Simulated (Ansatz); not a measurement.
Process, species as SMILES: FOF + H+ → [OH+](F)F
B3LYP-D3(BJ)/def2-TZVP geometries, fixed; electronic energies without zero-point terms; positive where energy is released.

The proton affinity at MP2 with Ansatz (a program for electronic structure), in kcal/mol, split into its Hartree-Fock and correlation parts. Cores are frozen. A restricted Hartree-Fock determinant is unstable towards unrestricted orbitals. The proton sits at the site shown, which need not be the one that binds it best. No added dispersion term, no relativity. Functions are those of the species that has most.

```
basis    X  functions  Hartree-Fock     MP2
-------  -  ---------  ------------  ------
cc-pVDZ  2         47        109.91  113.58
cc-pVTZ  3        104        114.45  113.80
cc-pVQZ  4        195        114.93  112.40
cc-pV5Z  5        328        114.96  111.48
```

Worked estimate of the basis-set limit from each neighbouring pair, with Hartree-Fock from the larger set and the correlation part extrapolated as X^-3.
Correlation parts: X = 2: 3.67, X = 3: -0.65, X = 4: -2.53, X = 5: -3.48.
- (2,3): (27·(-0.65) - 8·(3.67))/19 = -2.47; with Hartree-Fock 114.45 the estimate is 111.98 kcal/mol.
- (3,4): (64·(-2.53) - 27·(-0.65))/37 = -3.90; with Hartree-Fock 114.93 the estimate is 111.03 kcal/mol.
- (4,5): (125·(-3.48) - 64·(-2.53))/61 = -4.48; with Hartree-Fock 114.96 the estimate is 110.48 kcal/mol.
The last two estimates differ by 0.54 kcal/mol; the largest set lies 1.00 from the last. Over the last step Hartree-Fock moves by 0.03 and the correlation part by -0.95.
